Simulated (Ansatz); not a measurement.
## Relaxing Fe2CuN2

The calculation used DFT PBE, scalar-relativistic, plane waves, PAW (Ansatz). Cutoff 420 eV, Γ-centred k mesh, Gaussian smearing, no spin polarisation in the final step.

A relaxed cell is given with its space group left out.

```
CELL_PARAMETERS angstrom
-1.71357 1.71357 5.27099
1.71357 -1.71357 5.27099
1.71357 1.71357 -5.27099
ATOMIC_POSITIONS crystal
Fe 0.75000 0.25000 0.50000
Fe 0.25000 0.75000 0.50000
Cu 0.00000 0.00000 0.00000
N 0.82597 0.82597 0.00000
N 0.17403 0.17403 0.00000
```

Energies over the elements count from the elements' standard structures at the same level (N₂ as a molecule), with no empirical corrections.

What space group does it have?

I4/mmm (No. 139). Conventional cell: a = 3.427 Å, c = 10.542 Å. Around Fe lie 4 N at 1.89 Å and 4 Fe at 2.42 Å; Cu has 2 N at 1.83 Å; around N lie 1 Cu at 1.83 Å and 4 Fe at 1.89 Å.

How far does it lie from the elements in energy?

0.14 eV/atom.

Is it a metal?

Yes, bands cross the Fermi level on the 16×16×16 mesh.

The final run used a 16×16×16 mesh on its 5-atom cell and 0.10 eV smearing. The k mesh leaves about 4 meV/atom of noise in metals.

Cost: 2 runs of about 4.2 core-minutes in all, on Arm Neoverse V2 (shared hosts).